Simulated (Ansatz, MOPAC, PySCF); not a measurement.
System: PH₂ (charge 0, doublet). SMILES: [PH2]
Geometry from a B3LYP-D3(BJ)/def2-TZVP (Ansatz, a first-principles code) optimisation:
```xyz
3

P      0.0052    -0.0015     0.1165
H     -0.0501     1.0329    -0.8596
H     -0.0274    -1.0099    -0.8876
```
Charge 0, spin multiplicity 2.

Wanted: enthalpy of formation at 298 K, in kcal/mol. Set-up: no dispersion term unless named; frozen cores in correlated levels; 6-311+G** with 5d, 6d on Na to Ar in Ansatz; UHF or UKS for open shells; 6-31G* and kin with 6d, 5d where marked; LANL2DZ with its own core potentials from Na on; spin-orbit terms left out; non-relativistic. CBS marks a two-point X^-3 extrapolation of the correlation energy; Hartree-Fock from the larger set (for Q and 5 zeta extrapolated as (X+1)exp(-9√X)). Ab initio and DFT rows: single points at B3LYP-D3(BJ) geometries (Ansatz), with unscaled harmonic terms from B3LYP/6-31G* at its own minima, enthalpies of formation by atomisation with measured atoms. Semi-empirical rows: MOPAC heats of formation at their own minima for 298 K.

Measured values: G2/97 table in ASE (Curtiss et al.); they hold spin-orbit and core effects, anharmonicity. 

Value to compare with, the measured value: 33.1 kcal/mol.

| level | program | enthalpy of formation at 298 K (kcal/mol) | error |
|---|---|---|---|
| AM1 | MOPAC | 34.1 | 1.0 |
| SVWN5/6-31G* | Ansatz | 16.5 | -16.6 |
| BP86/def2-SVP | PySCF | 26.7 | -6.4 |
| B3LYP/3-21G | Ansatz | 45.4 | 12.3 |
| B3LYP/LANL2DZ | Ansatz | 46.3 | 13.2 |
| B3LYP/6-31G | Ansatz | 47.8 | 14.7 |
| B3LYP/6-31G* | Ansatz | 32.1 | -1.0 |
| B3LYP/6-31+G* | Ansatz | 31.9 | -1.2 |
| B3LYP/def2-SVP | Ansatz | 30.3 | -2.8 |
| MP2/6-311+G** | Ansatz | 51.1 | 18.0 |
| PBE0/def2-TZVPD | Ansatz | 33.2 | 0.1 |
| CCSD(T)/CBS(cc-pV(Q+d)Z,cc-pV(5+d)Z) | Ansatz | 32.2 | -0.9 |

Among the 10 habitual levels, MP2/6-311+G** lies farthest from the measured value (18.0 kcal/mol); 5 of 10 lie above it, and their mean absolute error is 8.7 kcal/mol, the median 9.4. One case shows no general order.

The levels are drawn from those run, B3LYP/6-31G* more often than the rest, none by its result; runs whose electronic state is in doubt are left out.
